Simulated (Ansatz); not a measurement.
System: hcp Zn. Method: revPBE (Ansatz, a quantum-chemistry and plane-wave program, PAW).

Numerical settings: plane-wave cutoff 520 eV, 24×24×12 k mesh (along the axes of the cell as run), Fermi–Dirac smearing 0.05 eV, scalar-relativistic PAW data made under PBE.

Starting structure:

```yaml
crystal:
  lattice:
    - [2.66000, 0.00000, 0.00000]
    - [-1.33000, 2.30363, 0.00000]
    - [0.00000, 0.00000, 4.95000]
  atoms:
    - { symbol: Zn, position: [0.66667, 0.33333, 0.75000] }
    - { symbol: Zn, position: [0.33333, 0.66667, 0.25000] }
```

### Question
Into what structure does the relaxation of cell and atoms lead at this level, with the symmetry of the start kept?

### Answer
The volume increases by 3.9 %; final space group P6_3/mmc.
```yaml
crystal:
  lattice:
    - [2.66934, 0.00000, 0.00000]
    - [-1.33467, 2.31172, 0.00000]
    - [0.00000, 0.00000, 5.10700]
  atoms:
    - { symbol: Zn, position: [0.66667, 0.33333, 0.75000] }
    - { symbol: Zn, position: [0.33333, 0.66667, 0.25000] }
```
